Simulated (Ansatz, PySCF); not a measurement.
Gas-phase reaction in SMILES: N (NH3) + H+ -> [NH4+] (at N, the best of the heteroatom sites tried; carbon was not tried)

Quantity: proton affinity (enthalpy at 298 K), in kcal/mol. Positive where the reaction releases energy. Terms: valence correlation only; dispersion terms only where a functional's name holds one; 6-31G* and kin with 6d, 5d where marked; non-relativistic; LANL2DZ all-electron up to Ne; spin-orbit terms left out. Basis-set limits of correlation are two-point, X^-3; Hartree-Fock from the larger set. Ab initio and DFT rows: single points at B3LYP-D3(BJ) geometries (Ansatz, a quantum-chemistry and plane-wave program), with unscaled harmonic terms from B3LYP/6-31G* at its own minima.

Measured values: Active Thermochemical Tables 1.112 (ions: stationary electron), as tabulated in the package chemicals; they hold spin-orbit and core effects, anharmonicity. 

Value to compare with, the measured value: 203.8 kcal/mol.

```json
[
 {"level": "HF/STO-3G", "program": "Ansatz", "proton affinity (enthalpy at 298 K) (kcal/mol)": "251.3", "error": "47.5"},
 {"level": "HF/LANL2DZ", "program": "Ansatz", "proton affinity (enthalpy at 298 K) (kcal/mol)": "212.3", "error": "8.5"},
 {"level": "PBE/LANL2DZ", "program": "Ansatz", "proton affinity (enthalpy at 298 K) (kcal/mol)": "214.3", "error": "10.5"},
 {"level": "BLYP/6-31G*", "program": "Ansatz", "proton affinity (enthalpy at 298 K) (kcal/mol)": "208.7", "error": "4.9"},
 {"level": "BP86/6-31G* (5d)", "program": "PySCF", "proton affinity (enthalpy at 298 K) (kcal/mol)": "209.3", "error": "5.5"},
 {"level": "B3LYP/6-31G*", "program": "Ansatz", "proton affinity (enthalpy at 298 K) (kcal/mol)": "209.0", "error": "5.2"},
 {"level": "B3PW91/6-31G* (5d)", "program": "PySCF", "proton affinity (enthalpy at 298 K) (kcal/mol)": "210.2", "error": "6.4"},
 {"level": "wB97M-V/def2-TZVPD", "program": "Ansatz", "proton affinity (enthalpy at 298 K) (kcal/mol)": "200.9", "error": "-2.9"},
 {"level": "B2PLYP-D3(BJ)/def2-TZVPD", "program": "Ansatz + dftd3", "proton affinity (enthalpy at 298 K) (kcal/mol)": "202.7", "error": "-1.1"},
 {"level": "CCSD(T)/CBS(cc-pVTZ,cc-pVQZ)", "program": "Ansatz", "proton affinity (enthalpy at 298 K) (kcal/mol)": "204.1", "error": "0.3"}
]
```

Among the 7 habitual levels, HF/STO-3G lies farthest from the measured value (47.5 kcal/mol); 7 of 7 lie above it, and their mean absolute error is 12.6 kcal/mol, the median 6.4. One case shows no general order.

The levels are drawn from those run, B3LYP/6-31G* more often than the rest, none by its result; runs whose electronic state is in doubt are left out.
